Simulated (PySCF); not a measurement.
Species: C₅H₈N (doublet state).
SMILES with atom numbers: `[CH3:1][C:2]#[C:3][C:4]([CH3:5])[NH2:6]` (hydrogens: H7, H8, H9 on C1; H10, H11, H12 on C5; H13, H14 on N6)

Cartesian coordinates in Å at the GFN2-xTB level; atoms count from 1:
```xyz
14
C5H8N angstrom
C      2.8535    0.8212   -0.0423
C      1.4853    0.3578   -0.0210
C      0.3263   -0.0163    0.0138
C     -0.9724   -0.4463    0.0212
C     -2.1164    0.4834    0.2567
N     -1.2716   -1.8075   -0.0874
H      3.5243   -0.0131   -0.2503
H      2.9904    1.5792   -0.8171
H      3.1286    1.2578    0.9206
H     -2.6575    0.2106    1.1662
H     -2.8279    0.4456   -0.5736
H     -1.7559    1.5034    0.3575
H     -0.5297   -2.3698   -0.4780
H     -2.1776   -2.0066   -0.4885
```

The hyperfine couplings belong to this conformer and change with its torsions.

Theory: UKS B3LYP, pcH-1 on C H N, non-relativistic, mean-field spin-orbit, GIAO in PySCF 2.14.0. Isolated species at its GFN2-xTB geometry, gas phase. GFN2-xTB frequencies show an imaginary mode (30i cm⁻¹), so this geometry is no minimum at that level. A GFN2-xTB geometry isn't a minimum of the functional, and hyperfine couplings can be far from their values at a DFT geometry. Stability of the SCF solution: not tested.

(1) Where do the isotropic ENDOR lines of N6, H10/H11/H12, H7/H8/H9 and H13/H14 fall at 1210.1 mT, to first order?

(2) Which pairs are centred on the nuclear Larmor frequency, and which on half the coupling?

(3) At what field would the lower line of H7/H8/H9 fall to zero frequency?

## Answers

(1) ν± = |νn ± a/2|, one line for each electron-spin manifold; νn = |g_N| × 7.62259 MHz/T × B.

```csv
nuclei,isotope,g_N,νn (MHz),a_iso (MHz),lower line (MHz),upper line (MHz)
N6,14N,0.4038,3.72,18.66,5.60,13.05
H10/H11/H12,1H,5.5857,51.52,43.57,29.74,73.31
H7/H8/H9,1H,5.5857,51.52,37.74,32.65,70.39
H13/H14,1H,5.5857,51.52,10.79,46.13,56.92
```

(2) Centred on νn, since |a| < 2νn: H10/H11/H12, H7/H8/H9 and H13/H14. Centred on |a|/2 and split by 2νn: N6.

(3) Where νn = |a|/2, that is B = 18.87 MHz/(5.5857 × 7.62259 MHz/T) = 443 mT, as far as first order holds there.

Class means assume fast exchange of nuclei equivalent by connectivity; if that motion is slow, each nucleus keeps its own coupling. The three 1H nuclei of mean +43.6 MHz run from 1.7 to 68.2 MHz in the frozen geometry. The three 1H nuclei of mean +37.7 MHz run from 5.2 to 55.1 MHz in the frozen geometry. The 1H value of +10.8 MHz is a mean of couplings from 2.9 to 18.7 MHz in this one geometry, not an average over conformers.
